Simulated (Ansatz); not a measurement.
Results of r²SCAN+SOC (Ansatz, a first-principles code, PAW) for bcc Ba.

Run with plane-wave cutoff 560 eV, 16×16×16 k mesh, Fermi–Dirac smearing 0.05 eV, PAW data made under PBE.

Pressure at four volumes; x = ln(V/65.149 Å³). One pressure is withheld.

```
V (Å³/atom)        x  P (GPa)
-----------  -------  -------
61.240       -0.0619        ?
62.543       -0.0408    0.364
65.149        0.0000    0.002
69.058        0.0583   -0.452
```

### Question
Pass a parabola P(x) through the three rows shown, estimate the bulk modulus and its pressure derivative near zero pressure, and predict the withheld pressure.

### Answer
Slopes between the rows: (0.002 − (0.364))/(0.0000 − (-0.0408)) = -8.87 and (-0.452 − (0.002))/(0.0583 − (0.0000)) = -7.79 GPa. Their difference over the span 0.0991 is c = 1.08/0.0991 = 10.9 GPa, so P(x) = 0.364 + (-8.87)(x − (-0.0408)) + 10.9 (x − (-0.0408))(x − (0.0000)). At the middle row B = −dP/dx = −[-8.87 + 10.9 × 0.0408] = 8.4 GPa, and B′ = dB/dP = 2c/B = 2.6. At x = -0.0619 the parabola gives 0.565 GPa; the run gives 0.565 GPa. The Birch–Murnaghan fit to the energies at all volumes has B0 = 8.4 GPa and B′ = 2.5.

Measured, for comparison: bulk modulus 9.3 GPa (corrected for temperature and zero-point phonon effects, sources range from 9.3 to 10.6; as tabulated in Levämäki et al. (2014), arXiv:1402.3671). Computed less measured: bulk modulus -10 % (-10 % to -21 % over the range).
